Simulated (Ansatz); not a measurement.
Input for Ansatz (development build ahead of 0.2.0):

```yaml
crystal:
  periodic: [false, false, false]
  atoms:
    - { symbol: C, position_ang: [0.0, 0.0, 0.0] }
    - { symbol: P, position_ang: [0.0, 0.0, 1.6401] }
basis:
  gaussian: { orbitals: def2-SVP }
magnetization:
  spin_polarized: true
  initial_magnetization: 1
hamiltonian:
  xc: hf
correlation:
  method: mp2
  frozen_orbitals: { C: 1, P: 5 }
scf:
  omitted_lower_state_checks: [stability, starts, atomic_configurations, cluster_reference, orbital_swaps, given_window_search, neighbouring_geometries, increment]
```

The input is written out in the form of the current development build from the run's settings.

Output:

```
Converged                                                          : yes
Reference energy                                                   : -378.34464 hartree
Correlation energy                                                 : -0.15110 hartree
Total energy                                                       : -378.49574 hartree
Spin squared of the determinant                                    : 1.863
Occupied orbitals by symmetry in an Abelian subgroup (alpha; beta) : 7 A1 2 B1 2 B2; 6 A1 2 B1 2 B2
```

Messages of the program:
```
mean field -10295.28226739 eV, -378.3446449337 hartree, gradient 3.1e-6 eV, S^2 1.863375; 0 other ends of a descent, 0 dependent functions left out
```

Caution: the unrestricted determinant is a mixture of spin states.
